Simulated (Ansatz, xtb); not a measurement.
# Relative energy of two isomers of CH2OS

Structure a: `O=CS`, a singlet. Structure b: `OC=S`, a singlet. Both are isolated molecules in the gas phase, relaxed with B3LYP-D3(BJ)/def2-SVP; the shapes shown needn't be the lowest conformers.

a (Å):

| atom | x (Å) | y (Å) | z (Å) |
| --- | --- | --- | --- |
| C | -1.1686 | 0.1825 | 0.3107 |
| O | -1.4560 | -0.5107 | 1.2443 |
| S | 0.4817 | 0.6829 | -0.1652 |
| H | -1.9158 | 0.6145 | -0.3979 |
| H | 1.0919 | 0.0213 | 0.8469 |

b (Å):

```xyz
5

C     0.1515   -0.2603    0.0968
O    -0.4156   -1.3346   -0.4392
S     0.8886   -0.1827    1.5448
H    -0.3091   -2.0695    0.1950
H     0.0539    0.5957   -0.5884
```

Q: Estimate E(b) − E(a) at the level CCSD(T)/def2-TZVPP.

A: Too close to call at this level: CCSD(T)/def2-TZVPP gives E(b) − E(a) = +1.19 kcal/mol.

The same difference at several levels:

```csv
level,geometry,E(b) − E(a) (kcal/mol),departure from the last row (kcal/mol),"job, with rough time for the two"
GFN2-xTB,GFN2-xTB,+2.51,+1.32,"optimisation, 0.4 s"
HF/STO-3G,GFN2-xTB,+14.01,+12.82,"single point, 1.2 s"
r2SCAN-D4/def2-SVP,GFN2-xTB,+2.37,+1.19,"single point, 4.7 s"
B3LYP-D3(BJ)/def2-SVP,B3LYP-D3(BJ)/def2-SVP,+3.05,+1.87,"optimisation, 43 s"
HF/def2-TZVPP,B3LYP-D3(BJ)/def2-SVP,+2.91,+1.72,part of the CCSD(T) run
MP2/def2-TZVPP,B3LYP-D3(BJ)/def2-SVP,+0.63,−0.55,part of the CCSD(T) run
CCSD(T)/def2-TZVPP,B3LYP-D3(BJ)/def2-SVP,+1.19,,"single point, 70 s"
```

As drawn, b has 1 C–O, 1 C=S, 1 O–H in place of 1 C=O, 1 C–S, 1 S–H.

The largest departure from CCSD(T)/def2-TZVPP is that of HF/STO-3G, 12.82 kcal/mol.

With harmonic frequencies from B3LYP-D3(BJ)/def2-SVP (ideal gas, rigid rotor, one conformer each, 298.15 K, 1 atm): on the last row, ΔE + ΔZPE = +3.56, ΔH = +3.38, ΔG = +3.68 kcal/mol.

The correlated steps freeze 7 core orbitals. Run with Ansatz 0.2.0, xtb 6.7.1; the last row on 1 thread of AMD EPYC (Zen 3) on a shared host.
